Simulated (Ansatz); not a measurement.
`C/C=C/CF`, charge 0, multiplicity 1.

(1) Give a relaxed structure at PBE0-D4/def2-TZVP (the Gaussian-basis code of Ansatz). (An estimate is asked.)

Answers

(1) Ansatz gave: 
Z-matrix (Å, degrees):
```
C
C 1 1.489
H 1 1.095 2 111.0
H 1 1.092 2 111.7 3 120.9
H 1 1.095 2 111.0 3 -118.3
C 2 1.325 1 124.7 3 -120.8
H 2 1.087 1 117.0 3 59.2
C 6 1.487 2 125.1 1 -180.0
H 6 1.089 2 120.3 1 0.0
F 8 1.379 6 112.0 2 0.0
H 8 1.097 6 110.8 2 120.3
H 8 1.097 6 110.8 2 -120.2
```
Point group Cs.
This is one stationary point; other conformers may exist.
